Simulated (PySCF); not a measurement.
Species: H3O3P.
Numbering: `[O:1]=[PH:2]([OH:3])[OH:4]` (hydrogens: H5 on P2; H6 on O3; H7 on O4)

Computed with PySCF at wB97X-D/pcSseg-2, non-relativistic, on one gas-phase PBE0-D3(BJ)/def2-TZVP geometry that isn't relaxed in the solvent. The solvent is an IEF-PCM continuum (Bondi radii, 1.10 Å for H, scaled by 1.2). Specific hydrogen bonds and non-electrostatic terms are outside this model.

Gas phase at wB97X-D/pcSseg-2: HOMO -10.85 eV, LUMO 2.00 eV, dipole 1.46 D.

Task: What does the continuum do to the energy, the frontier levels and the dipole at wB97X-D/pcSseg-2 in chloroform?

Result: 
```json
{"solvent": "chloroform", "ε": "4.711", "E(solvent) − E(gas) (kcal/mol)": "-8.69", "polarisation term (kcal/mol)": "-9.40", "distortion of the solute (kcal/mol)": "0.71", "HOMO (eV)": "-10.92", "LUMO (eV)": "2.47", "dipole (D)": "1.71"}
```

The polarisation term is half the interaction of the solute with the surface charges that it induces; the rest is the cost of distorting the solute's density. The sum is the electrostatic part of solvation alone.

Task: Which radius a makes the point-dipole formula ΔE = −[(ε − 1)/(2ε + 1)]·μ²/a³ give the value in chloroform, with the gas-phase dipole?

Result: μ = 0.575 au and |ΔE| = 0.01385 Eh give a = 1.08 Å; the farthest nucleus lies 1.97 Å from the centroid of the nuclei, so such a sphere wouldn't even hold the nuclei. The formula assumes a rigid point dipole at the centre of a sphere.

Time: 7.6 s wall; peak memory 0.80 GiB. Hardware: one thread, AMD EPYC 9R45 (x86_64), no GPU (shared host). This is the whole shielding run at wB97X-D/pcSseg-2 in chloroform, SCF included.

The values belong to the conformer `[O:1]=[PH:2]([OH:3])[OH:4]`: H–O3–P2–O1 4°, H–O4–P2–O1 -18°.

The pairwise dispersion term of wB97X-D wasn't added to the energies; at a given geometry it leaves orbitals and properties as they are.
